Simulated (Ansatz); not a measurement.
We consider fluorite SrCl2, described by LC-ωPBE (Ansatz, a program for electronic structure, PAW).

Settings: plane-wave cutoff 460 eV, 6×6×6 k mesh, Fermi–Dirac smearing 0.01 eV, scalar-relativistic PAW data made under PBE.

Response to compression and expansion:

```json
[
 {"V (Å³/atom)": "26.975", "P (GPa)": "2.16", "direct gap at Γ (eV)": "12.526", "smallest gap on the k mesh (eV)": "12.067"},
 {"V (Å³/atom)": "27.608", "P (GPa)": "1.14", "direct gap at Γ (eV)": "12.424", "smallest gap on the k mesh (eV)": "11.976"},
 {"V (Å³/atom)": "28.394", "P (GPa)": "0.04", "direct gap at Γ (eV)": "12.301", "smallest gap on the k mesh (eV)": "11.867"},
 {"V (Å³/atom)": "29.104", "P (GPa)": "-0.82", "direct gap at Γ (eV)": "12.194", "smallest gap on the k mesh (eV)": "11.771"},
 {"V (Å³/atom)": "29.814", "P (GPa)": "-1.57", "direct gap at Γ (eV)": "12.090", "smallest gap on the k mesh (eV)": "11.679"}
]
```

The fundamental gap (11.86 eV at the equilibrium volume, on the SCF mesh) lies elsewhere than Γ–Γ.

Spin–orbit coupling is not included.
